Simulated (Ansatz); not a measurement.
System: rock-salt HfN. Method: LDA in Ansatz (plane waves, PAW).

Run with plane-wave cutoff 520 eV, 16×16×16 k mesh, Fermi–Dirac smearing 0.1 eV, perturbation theory, scalar-relativistic PAW data made under PBE.

The cell has the measured lattice parameters. Conventional cell: a = 4.5200 Å, b = 4.5200 Å, c = 4.5200 Å, α = 90.00°, β = 90.00°, γ = 90.00°.

```cif
data_HfN
_chemical_formula_sum 'Hf1 N1'
_space_group_name_H-M_alt 'P 1'
_space_group_IT_number 1
_cell_length_a 3.19612
_cell_length_b 3.19612
_cell_length_c 3.19612
_cell_angle_alpha 60.000
_cell_angle_beta 60.000
_cell_angle_gamma 60.000
loop_
_space_group_symop_operation_xyz
  'x, y, z'
loop_
_atom_site_label
_atom_site_type_symbol
_atom_site_fract_x
_atom_site_fract_y
_atom_site_fract_z
_atom_site_occupancy
Hf1 Hf 0.00000 0.00000 0.00000 1
N1 N 0.50000 0.50000 0.50000 1
```

Harmonic phonon frequencies (cm⁻¹; i marks an imaginary mode):

| q point | frequencies |
|---|---|
| Γ | 0 0 0 481 481 481 |
| X | 144 144 164 468 490 490 |
| U | 132 148 160 459 497 515 |
| L | 113 113 145 500 515 515 |

No imaginary mode appears at these points.

Note: the cell isn't this level's own, so it is under some stress, which shifts stiffness and frequencies.

Ansatz is an electronic-structure program.
